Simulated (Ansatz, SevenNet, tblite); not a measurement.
**How well does each level of theory give the lattice parameter a of 1T (CdI2-type) SnS₂?**

Reference value: 3.646 Å (measured, room temperature, not corrected to a static lattice, our sources range from 3.640 to 3.650; as tabulated in Lima et al. (2018), arXiv:1803.05430).

### Question
What do GFN1-xTB, SevenNet-0, PBE, PBE-D4, HSE06 give, and how far is each from the reference?

### Answer

| level (code) | value (Å) | difference (%) |
|---|---|---|
| GFN1-xTB (tblite) | 3.442 | -5.60 |
| SevenNet-0 | 3.713 | +1.84 |
| PBE (Ansatz) | 3.702 | +1.54 |
| PBE-D4 (Ansatz) | 3.668 | +0.60 |
| HSE06 (Ansatz) | 3.661 | +0.41 |

Leaving aside GFN1-xTB (doubt noted below): The reference is not for a static lattice or low temperature, so close values are not ranked against it. Off by more than 1.25 %, or 1.75 % on the side where a correction would as a rule narrow the miss (bounds picked here): SevenNet-0 (+1.84 %), PBE (+1.54 %).

The measured value isn't corrected to a static lattice, so vibrations enter the comparison.  GFN1-xTB: the cell has another shape than the first-principles one, perhaps another minimum in the same group. GFN1-xTB: the method was fitted mainly to molecules. GFN1-xTB: the run uses a supercell at the zone centre in place of a k mesh. SevenNet-0: the cell moved over 20 % in volume from its start. PBE: for a layered or molecular solid the relaxed cell lies over 5 % above the published volume, where the minimum can be shallow. PBE, HSE06: the cell comes from a level without a dispersion term, which matters for the spacing of layers, chains or molecules. Cutoffs and k meshes differ between the levels. Ansatz's density-functional and Hartree–Fock values are scalar-relativistic unless marked +SOC, with PAW data made under PBE.

Machine-learned potentials (SevenNet-0) are trained on DFT data: a solid inside that data is no test of them.

Differences are worked out from the printed values.

Ansatz is a first-principles code.
